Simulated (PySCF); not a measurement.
Species: carbon monoxide, CO.
SMILES: `[C-]#[O+]`

Computed, not measured: B3LYP/def2-SVPD in PySCF (dipole) on a GFN2-xTB geometry, gas phase.

Masses are those of the commonest isotopes; rigid-rotor values at the optimised geometry. 

What are the moment of inertia and the rotational constant?

I = 8.713 u·Å², B = 505379 MHz·u·Å²/I = 58001 MHz (1.9347 cm⁻¹, or 2.784 K as hB/k). For two atoms I = μr² with μ = 6.8562 u and r = 1.1273 Å.

List the first levels of a rigid rotor in a Σ state.

E(J) = BJ(J+1): J = 1: 3.869, J = 2: 11.608, J = 3: 23.217, J = 4: 38.694, J = 5: 58.042, J = 6: 81.258 cm⁻¹.

Where do the first rotational lines fall?

The dipole is 0.12 D; J+1 ← J lies at 2B(J+1): 1 ← 0 at 116.00 GHz, 2 ← 1 at 232.01 GHz, 3 ← 2 at 348.01 GHz, 4 ← 3 at 464.01 GHz, 5 ← 4 at 580.01 GHz, 6 ← 5 at 696.02 GHz.

Estimate the classical rotational partition function at 25 K, 100 K and 200 K.

Point group C∞v, symmetry number σ = 1; q = kT/(σhB), k/h = 20836.6 MHz/K: 9.0 at 25 K, 35.9 at 100 K, 71.8 at 200 K.

Not checked by GFN2-xTB frequencies. Constants of a rigid frame at the computed geometry: no zero-point averaging, no centrifugal distortion.
